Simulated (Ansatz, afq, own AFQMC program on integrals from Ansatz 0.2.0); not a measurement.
Atomization energy of CHAlB, quartet

```xyz
4

Al    0.0000    0.0162    0.9194
C     0.0000    0.5650   -0.8751
B     0.0000   -0.8104   -1.1945
H     0.0000    1.5259   -1.3725
```

Connectivity, by distances: Al–CH–B, closed to a ring.

Atoms in their ground-state spins without spin–orbit coupling (mostly on UHF) minus the molecule (UHF), without zero-point energy. The geometry is a stationary point, not shown to be a minimum.

Basis cc-pVDZ. Only valence electrons are correlated. Ansatz 0.2.0 and our own AFQMC program on the same integrals; the CISD trial comes from CCSD amplitudes, and released means the phaseless constraint is let go. ± is one standard error of the sampling. The errors of all members are added in quadrature.

No full CI on the walks' own integrals is used here; CCSDT(Q) serves as the reference and is uncertain by about the last step of the cluster series. Each member takes its own surest rung, up to full CI.

The best estimate is CCSD(T) at the basis-set limit (CBS: def2-TZVPP and def2-QZVPP, with their diffuse functions for anions and beside diffuse sets, MP2 extrapolated, CCSD(T) minus MP2 from TZVPP) plus the step from CCSD(T) to CCSDT(Q) in cc-pVDZ. Rows without CBS are in cc-pVDZ; B2PLYP and the wave-function rows carry a basis error of their own. Core correlation and relativity beyond core potentials are missing, and ± holds the sampling alone.

Cautions: CHAlB (quartet): another spin lies lower, unrestricted determinant slightly spin contaminated (⟨S²⟩ 3.83 against 3.75).

Best estimate: 1091.5 kJ/mol.

```tsv
level	atomization energy (kJ/mol)	error against the best estimate (kJ/mol)
HF	764.8	-326.7
MP2	1031.8	-59.7
CCSD	936.1	-155.4
CCSD(T)	964.8	-126.7
ph-AFQMC/CISD	967.6 ± 2.2	-123.9 ± 2.2
released AFQMC	969.4 ± 2.9	-122.1 ± 2.9
HF/CBS	803.2	-288.3
MP2/CBS	1145.9	54.4
CCSD(T)/CBS	1086.8	-4.7
surest rungs in cc-pVDZ	969.6	-121.9
```

Correlation beyond CCSD(T) adds 4.7 kJ/mol. Going to the basis-set limit adds 121.9 kJ/mol at CCSD(T). The perturbative (T) step is worth +28.7 kJ/mol.

Best estimates are given only where the step beyond CCSD(T) is under 0.3 eV and no member's determinant is very poor (T1 over 0.05, or 0.07 for open shells, ⟨S²⟩ too high by 0.3, two states mixed), so the hardest cases are missing from such tables.

Each member of a difference takes its own highest rung, so a best estimate needn't equal the limit plus the step of one row. A walk keeps the symmetry of its determinant, which the program's search chose and which needn't be the lowest solution, so a lower state of the same spin and another symmetry isn't excluded. Released energies are given only where the last usable release times agree within the noise; a slower fall can still hide under it.
